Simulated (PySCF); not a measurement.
Molecule: `InChI=1S/C5H6/c1-2-5-3-4-5/h2-4H,1H3`.

Cartesian coordinates in Å; atom numbers follow the order of the lines, from 1:
```xyz
11

C    -1.7257    0.1475   -0.3792
C    -0.6182   -0.4573    0.4334
C     0.6481   -0.1660    0.2652
C     1.7321    0.5410   -0.3976
C     2.0618   -0.2886    0.5775
H    -1.3285    0.8500   -1.1075
H    -2.2802   -0.6272   -0.9095
H    -2.4281    0.6749    0.2668
H    -0.9136   -1.1677    1.1937
H     2.0392    1.2332   -1.1439
H     2.8185   -0.7371    1.1751
```

Frames of a GFN2-xTB Langevin trajectory at 300 K; GIAO PBE0/pcSseg-1 shieldings in PySCF 2.14.0 with density-fitted response routines, gas phase, non-relativistic; equivalent atoms averaged within each frame.

References, each an isolated molecule treated in the same way: 13C (σ = 186.93 ppm), 1H (σ = 31.72 ppm) against TMS. The references are static minima.

How do the shifts (ppm) fluctuate along the trajectory?

## Answers


```tsv
time (fs)	C5	C4	C3	C2	C1	H11	H10	H9	H6/H7/H8
250	148.5	133.6	114.1	79.7	13.2	8.75	8.30	4.70	1.57
425	153.8	135.3	115.5	86.4	22.6	8.68	8.06	5.72	2.44
625	140.1	141.1	118.4	81.0	21.0	8.08	8.56	5.25	2.52
800	143.1	153.3	121.6	74.0	16.5	8.22	9.92	4.03	2.27
1000	144.6	149.1	123.2	72.1	25.5	8.30	9.44	3.17	2.50
mean of frames	146.0	142.5	118.6	78.6	19.8	8.41	8.85	4.58	2.26
standard deviation	5.3	8.6	3.9	5.7	4.9	0.29	0.79	1.01	0.40
```

5 frames give an uncertainty of the mean of about the standard deviation over 2.2 at best, since frames this close in time may not be independent; classical motion lacks zero-point vibration, and the reference would need the same averaging.
